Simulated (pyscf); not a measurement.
Four-centre exchange: `[SiH3][NH][SiH3]` + `[CH3][Ga]([CH3])[CH3]` → `[CH3][Ga]([CH3])[N]([SiH3])[SiH3]` + `[CH4]`

Gas phase, singlet surface, charge 0. Bonds broken: N2–H7, Ga11–C12. Bonds formed: N2–Ga11, H7–C12. Structures and frequencies: ωB97X-D3(BJ)/def2-SVP in PySCF.

Transition state (Å):

```xyz
23

Si    -2.6795     0.3411    -0.2154
N     -1.0904    -0.2928     0.1593
Si    -0.3798    -1.6197    -0.7362
H     -3.5771    -0.7538    -0.6889
H     -3.2552     0.9421     1.0220
H     -2.6190     1.3909    -1.2753
H     -0.8349    -0.3341     1.4418
H      0.3538    -1.1397    -1.9447
H      0.5793    -2.3344     0.1543
H     -1.4393    -2.5744    -1.1777
Ga     0.2491     1.0710     0.9399
C     -0.3012    -0.0572     2.7537
C      2.0898     0.6031     0.4345
C     -0.5582     2.8605     1.0343
H      0.0837    -1.0686     2.9586
H      0.4028     0.6354     3.2545
H     -1.2668     0.0825     3.2650
H      2.3228    -0.4519     0.6438
H      2.8085     1.2261     0.9910
H      2.2595     0.7831    -0.6394
H     -0.6928     3.2837     0.0256
H     -1.5397     2.8477     1.5317
H      0.0975     3.5463     1.5948
```

One imaginary mode, 1548i cm⁻¹; descent along it reached the two sides named, in the forms told below.

| bond | change | reactant side (Å) | saddle | product side |
|---|---|---|---|---|
| N2–H7 | breaks | 1.024 | 1.308 | 2.7 |
| Ga11–C12 | breaks | 1.993 | 2.206 | 3.1 |
| N2–Ga11 | forms | 2.235 | 2.065 | 1.871 |
| H7–C12 | forms | 2.7 | 1.443 | 1.101 |

Electronic energies relative to the separated reactants (kJ/mol):

```json
[
 {"level": "ωB97X-D3(BJ)/def2-TZVP", "barrier": "44.8", "reaction energy": "-100.5", "reverse barrier": "145.3"},
 {"level": "PBE/def2-TZVP", "barrier": "61.2", "reaction energy": "-75.7", "reverse barrier": "136.9"},
 {"level": "r²SCAN/def2-TZVP", "barrier": "47.1", "reaction energy": "-88.1", "reverse barrier": "135.2"},
 {"level": "B3LYP-D3(BJ)/def2-TZVP", "barrier": "57.1", "reaction energy": "-90.4", "reverse barrier": "147.5"},
 {"level": "PBE0-D3(BJ)/def2-TZVP", "barrier": "45.5", "reaction energy": "-86.1", "reverse barrier": "131.6"},
 {"level": "M06-2X/def2-TZVP", "barrier": "48.9", "reaction energy": "-93.8", "reverse barrier": "142.7"},
 {"level": "ωB97M-D3(BJ)/def2-TZVP", "barrier": "63.7", "reaction energy": "-84.4", "reverse barrier": "148.1"},
 {"level": "HF/def2-TZVP", "barrier": "154.8", "reaction energy": "-77.6", "reverse barrier": "232.4"}
]
```

With ωB97M-D3(BJ)/def2-TZVP energies and thermal terms (ideal gas, 1 atm, RRHO with modes under 100 cm⁻¹ raised to 100, one conformer, R ln 2 for chiral ones without a mode under 150 cm⁻¹), in kJ/mol:

| T (K) | ΔH‡ | ΔG‡ | ΔH | ΔG |
|---|---|---|---|---|
| 298 | 57.7 | 115.5 | -81.6 | -65.9 |
| 600 | 59.8 | 173.2 | -82.3 | -49.8 |
| 900 | 62.7 | 229.3 | -83.2 | -33.3 |
| 1200 | 66.1 | 284.4 | -83.7 | -16.6 |

On the reactant side the descent ends in an adduct with a Ga–N contact, 67.1 kJ/mol under the separated species and 111.9 kJ/mol under the saddle at ωB97X-D3(BJ)/def2-TZVP. What is counted as formed (Ga–N) is already present as a longer contact in the reactant adduct; forming that adduct is a step of its own. One saddle was located; it need not be the lowest between these sides. Elements up to Kr have no core potential and no relativistic terms here.
